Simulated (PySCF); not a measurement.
C3H3 (SMILES [C]#CC), doublet, at a GFN2-xTB geometry; MP2/6-31G** run with PySCF.

Input for PySCF:
```python
from pyscf import gto, scf, mp

mol = gto.M(
    atom='''
C     0.001759   -0.000791    0.334463
C     0.008043   -0.003618    1.529031
C    -0.005905    0.002656   -1.122681
H     0.039968    1.030221   -1.479448
H     0.857477   -0.551204   -1.487490
H    -0.920825   -0.468500   -1.477940
''',
    basis='6-31g**',
    charge=0,
    spin=1,
    verbose=5,
)

mf = scf.UHF(mol)
mf.kernel()

pt = mp.MP2(mf)
pt.kernel()
print('E(MP2) = %.10f' % pt.e_tot)
mf.analyze()
```

The log (banner, timings and long lists left out):

```
PySCF version 2.14.0

[INPUT] verbose = 5
[INPUT] max_memory = 4000
[INPUT] num. atoms = 6
[INPUT] num. electrons = 21
[INPUT] charge = 0
[INPUT] spin (= nelec alpha-beta = 2S) = 1
[INPUT] symmetry False subgroup None
[INPUT] Mole.unit = angstrom
[INPUT] Symbol           X                Y                Z      unit          X                Y                Z       unit  Magmom
[...]
[INPUT] ---------------- BASIS SET ----------------
[INPUT] l, kappa, [nprim/nctr], expnt,             c_1 c_2 ...
[INPUT] H
[...]
                                2.8253937         0.23472695
                                0.6401217         0.81375733
[...]
[INPUT] C
[...]
                                457.36951         0.0140373
                                103.94869         0.0688426
                                29.210155         0.2321844
                                9.286663          0.4679413
                                3.163927          0.362312
[...]
                                1.8812885         -0.1608542
                                0.5442493         1.1434564
[...]
                                1.8812885         0.316424
                                0.5442493         0.7443083
[...]
nuclear repulsion = 53.4043267377129
number of shells = 27
number of NR pGTOs = 102
number of NR cGTOs = 57
basis = 6-31g**
ecp = {}

******** <class 'pyscf.scf.uhf.UHF'> ********
method = UHF
initial guess = minao
damping factor = 0
level_shift factor = 0
DIIS = <class 'pyscf.scf.diis.CDIIS'>
diis_start_cycle = 1
diis_space = 8
diis_damp = 0
SCF conv_tol = 1e-09
SCF conv_tol_grad = None
SCF max_cycles = 50
direct_scf = True
direct_scf_tol = 1e-13
number electrons alpha = 11  beta = 10
Set gradient conv threshold to 3.16228e-05
E1 = -258.8819386261915  E2 = 89.86443936390211  Ecoul = 106.49907897301307  Exc = -16.634639609110963
init E= -115.613172524577
cond(S) = 3568.811915622481

  alpha mo_energy =
[-11.3407321  -11.33285809 -11.31502907  -1.43979257  -1.15480038
  -0.57954486  -0.51280647  -0.51280626  -0.28814229  -0.27269552
  -0.27269547   0.13927376   0.13927381   0.18744742   0.29093914
   0.29093941   0.32319094   0.49960502   0.59258931   0.69235379
   0.69235382   0.79992122   0.7999214    0.83145194   0.89971109
   0.89971124   1.01404528   1.04770487   1.04770515   1.08537662
   1.26699267   1.40056218   1.54102675   1.54102681   1.69650571
   1.75497956   1.75497957   1.98072451   1.98072495   2.17477802
   2.17477827   2.28222361   2.28425068   2.3332112    2.33321174
   2.53164103   2.53164118   2.71364572   2.91982215   2.96008749
   2.9600882    3.24635551   3.2463559    3.4273733    3.70226115
   3.7308355    3.73083658]
  beta  mo_energy =
[-11.3407321  -11.33285809 -11.31502907  -1.43979257  -1.15480038
  -0.57954486  -0.51280647  -0.51280626  -0.28814229  -0.27269552
  -0.27269547   0.13927376   0.13927381   0.18744742   0.29093914
   0.29093941   0.32319094   0.49960502   0.59258931   0.69235379
   0.69235382   0.79992122   0.7999214    0.83145194   0.89971109
   0.89971124   1.01404528   1.04770487   1.04770515   1.08537662
   1.26699267   1.40056218   1.54102675   1.54102681   1.69650571
   1.75497956   1.75497957   1.98072451   1.98072495   2.17477802
   2.17477827   2.28222361   2.28425068   2.3332112    2.33321174
   2.53164103   2.53164118   2.71364572   2.91982215   2.96008749
   2.9600882    3.24635551   3.2463559    3.4273733    3.70226115
   3.7308355    3.73083658]
multiplicity <S^2> = 0.75  2S+1 = 2
E1 = -258.78343622961575  E2 = 90.26176096427513  Ecoul = 106.7379839503514  Exc = -16.47622298607628
cycle= 1 E= -115.117348527628  delta_E= 0.496  |g|= 0.263  |ddm|= 1.64
  alpha mo_energy =
[-11.39947231 -11.36737146 -11.15253236  -1.16526808  -1.039686
  -0.73324578  -0.69880948  -0.68355557  -0.45612515  -0.4208842
  -0.38065366   0.17981589   0.1863815    0.19954841   0.28290024
   0.29846637   0.31721426   0.53278895   0.62432371   0.66411521
   0.67858679   0.78289608   0.79904836   0.89277459   0.93273789
   0.95553345   0.99421597   1.00751079   1.01847686   1.07222167
   1.29550076   1.46696102   1.50298321   1.51598848   1.66529849
   1.75582668   1.75630897   1.98205496   2.00631343   2.21066374
   2.21411016   2.22800432   2.2596711    2.29543802   2.29974639
   2.51871413   2.53490766   2.74726838   2.90095459   2.93998705
   2.94131795   3.22315903   3.23782543   3.40348209   3.67435648
   3.6871968    3.72774811]
  beta  mo_energy =
[-11.39843261 -11.35990103 -11.14420174  -1.13589322  -0.97911835
  -0.71636579  -0.67768394  -0.65179847  -0.40331407  -0.3545427
  -0.03155855   0.19070941   0.20569523   0.23153028   0.30447473
   0.32915112   0.34227999   0.54525982   0.63886385   0.68303544
   0.69600553   0.8043784    0.82419595   0.90690035   0.96172242
   0.98983972   1.00427412   1.01873558   1.02293314   1.077917
   1.30494275   1.48455448   1.52134765   1.52730605   1.67220855
   1.80703917   1.80742199   2.01303999   2.01651657   2.23331462
   2.23632884   2.23796745   2.26766745   2.31304517   2.31493513
   2.53511662   2.53962232   2.75736408   2.90795213   2.94711133
   2.95175679   3.23797413   3.24202152   3.40885922   3.68042283
   3.68934924   3.73483806]
multiplicity <S^2> = 0.75170071  2S+1 = 2.0017
E1 = -259.8304406005366  E2 = 91.25654272749105  Ecoul = 107.86173006522942  Exc = -16.60518733773837
cycle= 2 E= -115.169571135333  delta_E= -0.0522  |g|= 0.129  |ddm|= 0.455
  alpha mo_energy =
[-11.25955569 -11.25307171 -11.25204026  -1.11997787  -1.0015531
  -0.66670194  -0.63587969  -0.62184911  -0.45396394  -0.43023706
  -0.41497175   0.19360501   0.21635442   0.22469555   0.3100015
   0.32070019   0.37170364   0.55381841   0.6143276    0.69017617
   0.71072767   0.80594404   0.81943429   0.88687391   0.92939779
   0.95287226   1.03896703   1.07081896   1.07923384   1.13090391
   1.31548009   1.46546373   1.55953646   1.57448714   1.70546271
   1.76563606   1.7662481    2.00490922   2.02767648   2.20824522
[...]
converged SCF energy = -115.181574714081  <S^2> = 0.75565348  2S+1 = 2.0056455
E(UMP2) = -115.528910174475  E_corr = -0.347335460394286
E(SCS-UMP2) = -115.52888165027  E_corr = -0.347306936189198
E(MP2) = -115.5289101745
Total Energy =                        -115.181574714080867
[...]
3 H 2px         -0.19132   0.10989   0.28705   0.02158   0.01423
3 H 2py          0.18493  -0.02999  -0.00578   0.47684   0.58211
3 H 2pz         -0.05194  -0.30936   0.11748  -0.15287  -0.18939
4 H 1s           0.00089   0.00080  -0.00535  -0.02372   0.00810
4 H 2s           0.00760  -0.00040   0.00214   0.03078  -0.01451
4 H 2px         -0.32438   0.17247   0.00074   0.39452  -0.09793
4 H 2py         -0.45003   0.25894   0.05564  -0.25319   0.02304
4 H 2pz          0.00774   0.05137  -0.33058  -0.15529   0.03102
5 H 1s           0.00460   0.00404   0.00339  -0.02436   0.03956
5 H 2s           0.03729  -0.00197  -0.00134   0.03201  -0.07108
5 H 2px          0.29242  -0.10910   0.09803  -0.42233   0.42718
5 H 2py         -0.24350   0.16344  -0.22021  -0.21791   0.19590
5 H 2pz          0.03953   0.26003   0.20670  -0.15176   0.15085
               #56       #57
0 C 1s          -0.00016  -0.00119
0 C 2s           0.00702   0.06148
0 C 3s           0.00892   0.07629
0 C 2px          0.00479  -0.00025
0 C 2py         -0.00202   0.00035
0 C 2pz          0.00491   0.04153
0 C 3px          0.02099  -0.00207
0 C 3py         -0.00888   0.00195
0 C 3pz         -0.00133  -0.00925
0 C 3dxy        -0.03421   0.00350
0 C 3dyz        -0.02581   0.00231
0 C 3dz^2        0.08555   0.73220
0 C 3dxz         0.06116   0.00106
0 C 3dx2-y2      0.00931  -0.00250
1 C 1s           0.00009   0.00080
1 C 2s          -0.00663  -0.05514
1 C 3s          -0.00257  -0.02110
1 C 2px         -0.00222   0.00050
1 C 2py          0.00094  -0.00034
1 C 2pz          0.00664   0.05506
1 C 3px         -0.00126  -0.00017
1 C 3py          0.00053   0.00001
1 C 3pz         -0.00642  -0.05501
1 C 3dxy         0.01006  -0.00179
1 C 3dyz        -0.02065   0.00602
1 C 3dz^2       -0.04834  -0.40371
1 C 3dxz         0.04873  -0.00830
1 C 3dx2-y2     -0.00248   0.00145
2 C 1s           0.00000   0.00014
2 C 2s           0.00148   0.01842
2 C 3s           0.00160   0.01213
2 C 2px         -0.05439   0.00507
2 C 2py          0.02301  -0.00490
2 C 2pz         -0.00199  -0.02137
2 C 3px          0.00487  -0.00042
2 C 3py         -0.00205   0.00049
2 C 3pz          0.00286   0.02518
2 C 3dxy         0.44232  -0.04530
2 C 3dyz        -0.13857   0.03104
2 C 3dz^2       -0.04652  -0.38421
2 C 3dxz         0.32435  -0.03452
2 C 3dx2-y2     -0.11703   0.03266
3 H 1s          -0.01890  -0.00675
3 H 2s           0.03411   0.01280
3 H 2px          0.04203   0.00286
3 H 2py          0.22764   0.13228
3 H 2pz         -0.07608  -0.05574
4 H 1s           0.04952  -0.01700
4 H 2s          -0.08894   0.03131
4 H 2px         -0.48934   0.21417
4 H 2py          0.32074  -0.13655
4 H 2pz          0.19318  -0.09789
5 H 1s          -0.03394  -0.00882
5 H 2s           0.06117   0.01655
5 H 2px         -0.35148  -0.14138
5 H 2py         -0.21047  -0.06858
5 H 2pz         -0.13360  -0.06366

To work with the spin densities directly, `use mulliken_meta_spin()` only printing them here.

 ** Mulliken spin pop alpha/beta on meta-lowdin orthogonal AOs **
 ** Mulliken Spin Density (per AO)  **
spin_pop of  0 C 1s       -0.00000
spin_pop of  0 C 2s        0.03701
spin_pop of  0 C 3s       -0.00117
spin_pop of  0 C 2px       0.12364
spin_pop of  0 C 2py       0.48848
spin_pop of  0 C 2pz       0.00948
spin_pop of  0 C 3px       0.00012
spin_pop of  0 C 3py       0.00060
spin_pop of  0 C 3pz      -0.00092
spin_pop of  0 C 3dxy     -0.00002
spin_pop of  0 C 3dyz      0.00128
spin_pop of  0 C 3dz^2    -0.00104
spin_pop of  0 C 3dxz      0.00026
spin_pop of  0 C 3dx2-y2   -0.00002
spin_pop of  1 C 1s       -0.00000
spin_pop of  1 C 2s        0.01017
spin_pop of  1 C 3s       -0.00013
spin_pop of  1 C 2px       0.03304
spin_pop of  1 C 2py       0.32086
spin_pop of  1 C 2pz      -0.01990
spin_pop of  1 C 3px       0.00012
spin_pop of  1 C 3py       0.00030
spin_pop of  1 C 3pz      -0.00107
spin_pop of  1 C 3dxy     -0.00001
spin_pop of  1 C 3dyz      0.00233
spin_pop of  1 C 3dz^2    -0.00034
spin_pop of  1 C 3dxz      0.00049
spin_pop of  1 C 3dx2-y2   -0.00001
spin_pop of  2 C 1s        0.00000
spin_pop of  2 C 2s       -0.00838
spin_pop of  2 C 3s        0.00005
spin_pop of  2 C 2px      -0.00661
spin_pop of  2 C 2py      -0.00949
spin_pop of  2 C 2pz      -0.02839
spin_pop of  2 C 3px       0.00016
spin_pop of  2 C 3py       0.00046
spin_pop of  2 C 3pz       0.00006
spin_pop of  2 C 3dxy      0.00003
spin_pop of  2 C 3dyz      0.00022
spin_pop of  2 C 3dz^2    -0.00012
spin_pop of  2 C 3dxz      0.00006
spin_pop of  2 C 3dx2-y2    0.00005
spin_pop of  3 H 1s        0.02542
spin_pop of  3 H 2s        0.00025
spin_pop of  3 H 2px       0.00000
spin_pop of  3 H 2py       0.00006
spin_pop of  3 H 2pz      -0.00002
spin_pop of  4 H 1s        0.00371
spin_pop of  4 H 2s        0.00001
spin_pop of  4 H 2px       0.00001
spin_pop of  4 H 2py       0.00000
spin_pop of  4 H 2pz       0.00000
spin_pop of  5 H 1s        0.01867
spin_pop of  5 H 2s        0.00018
spin_pop of  5 H 2px       0.00005
spin_pop of  5 H 2py       0.00000
spin_pop of  5 H 2pz      -0.00001
 ** Mulliken Spin Density (per atom)  **
spin density of  0 C =      0.65771
spin density of  1 C =      0.34584
spin density of  2 C =     -0.05189
spin density of  3 H =      0.02572
spin density of  4 H =      0.00374
spin density of  5 H =      0.01888
 ** Mulliken pop alpha/beta on meta-lowdin orthogonal AOs **
 ** Mulliken pop       alpha | beta **
In total            11.00000 | 10.00000
 ** Mulliken atomic charges   ( Nelec_alpha | Nelec_beta ) **
charge of  0C =      0.04379  (     3.30696      2.64925 )
charge of  1C =     -0.16217  (     3.25400      2.90817 )
charge of  2C =     -0.27438  (     3.11124      3.16314 )
charge of  3H =      0.13631  (     0.44471      0.41898 )
charge of  4H =      0.12398  (     0.43988      0.43614 )
charge of  5H =      0.13247  (     0.44321      0.42433 )
Dipole moment(X, Y, Z, Debye): -0.05122,  0.04614, -3.93997
```
